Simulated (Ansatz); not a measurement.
System: C$_{2}$F$_{3}$, net charge 0, doublet state. SMILES: F[C]=C(F)F
Structure (B3LYP-D3(BJ)/def2-TZVP (Ansatz, a quantum-chemistry and plane-wave program) minimum search):
```
C
C 1 1.3115
F 2 1.3045 1 129.75
F 1 1.3195 2 123.31 3 180.00
F 1 1.3269 2 124.94 3 0.00
```
Charge 0, spin multiplicity 2.

Wanted: atomisation energy, in kcal/mol. Set-up: non-relativistic; dispersion terms only where a functional's name holds one; six Cartesian d functions in 6-31G* and its kin unless marked 5d; open shells spin-unrestricted; atomisation electronic, to ground-state atoms; spin-orbit terms left out. Ab initio and DFT rows: single points at B3LYP-D3(BJ) geometries (Ansatz).

```json
[
 {"species": "F[C]=C(F)F", "coefficient": "-1", "E at B3LYP/6-31G* (Ansatz), Eh": "-375.57966", "E at wB97X-V/def2-TZVPD (Ansatz), Eh": "-375.63529"},
 {"species": "C atom", "coefficient": "+2", "E at B3LYP/6-31G* (Ansatz), Eh": "-37.84628", "E at wB97X-V/def2-TZVPD (Ansatz), Eh": "-37.84665"},
 {"species": "F atom", "coefficient": "+3", "E at B3LYP/6-31G* (Ansatz), Eh": "-99.71553", "E at wB97X-V/def2-TZVPD (Ansatz), Eh": "-99.73522"}
]
```

 1 Eh = 627.5095 kcal/mol.

Problem. Work the quantity out at each level.

Solution. 
- B3LYP/6-31G*: the sum of coefficient times E is 0.74051 Eh, or 464.68 kcal/mol. Result: 464.7 kcal/mol.
- wB97X-V/def2-TZVPD: the sum of coefficient times E is 0.73633 Eh, or 462.05 kcal/mol. Result: 462.1 kcal/mol.
